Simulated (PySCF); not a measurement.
Estimate the missing entries of this data sheet.

H3O2P.
SMILES: `O=[PH2]O`

Conformer (atom-mapped SMILES and torsion angles): `[O:1]=[PH2:2][OH:3]`: H–O3–P2–O1 -16°.

```json
{"property": "rotational constants A, B, C", "level": "PBE0-D3(BJ)/def2-TZVP", "value": "?"}
{"property": "dipole moment", "level": "B97-2/pcSseg-2", "value": "2.41 D"}
{"property": "HOMO energy", "level": "B97-2/pcSseg-2", "value": "-8.24 eV"}
{"property": "LUMO energy", "level": "B97-2/pcSseg-2", "value": "?"}
{"property": "1H chemical shifts (computed TMS as zero) by class", "level": "GIAO B97-2/pcSseg-2", "value": "?"}
{"property": "isotropic shieldings of nuclei other than C and H, by class", "level": "GIAO B97-2/pcSseg-2", "value": "?"}
```

Gas-phase values; electronic properties from PySCF, density fitting. The structure is a single PBE0-D3(BJ)/def2-TZVP conformer in the gas phase; no vibrational or solvent corrections. NMR classes are plain means over equivalent atoms (diastereotopic ones count apart unless rotation or inversion swaps them), as if these changed places fast; in this geometry the members of some classes differ.

**Question.** The rotational constants A, B, C?

**Answer.** 28.675, 8.647, 7.114 GHz.

**Question.** The 1H chemical shifts (computed TMS as zero) by class?

**Answer.** 7.54 (2 H), 2.76 (1 H) ppm.

**Question.** The isotropic shieldings of nuclei other than C and H, by class?

**Answer.** 193 (1 O), 234 (1 O), 315 (1 P) ppm.

**Question.** Give the LUMO energy.

**Answer.** 0.23 eV.

The dipole equals about 8.0 × 10⁻³⁰ C·m (1 D = 3.33564 × 10⁻³⁰ C·m). With B = h/(8π²I), that is 505.379 GHz u Å² over I, the principal moments of inertia are 17.6, 58.4 and 71.0 u Å² (most abundant isotopes); the inertial defect Ic − Ia − Ib is -5.0 u Å² (zero for a rigid planar frame, negative otherwise). The rotational constants make it an asymmetric top with κ = (2B − A − C)/(A − C) = -0.86, nearer the prolate limit (−1).

For the geometry optimisation (PBE0-D3(BJ)/def2-TZVP), hardware: Arm Neoverse N1, one thread, no GPU, shared host with 64 logical CPUs at a one-minute load of 56. Cost: 21 s, 0.47 GiB resident at most.
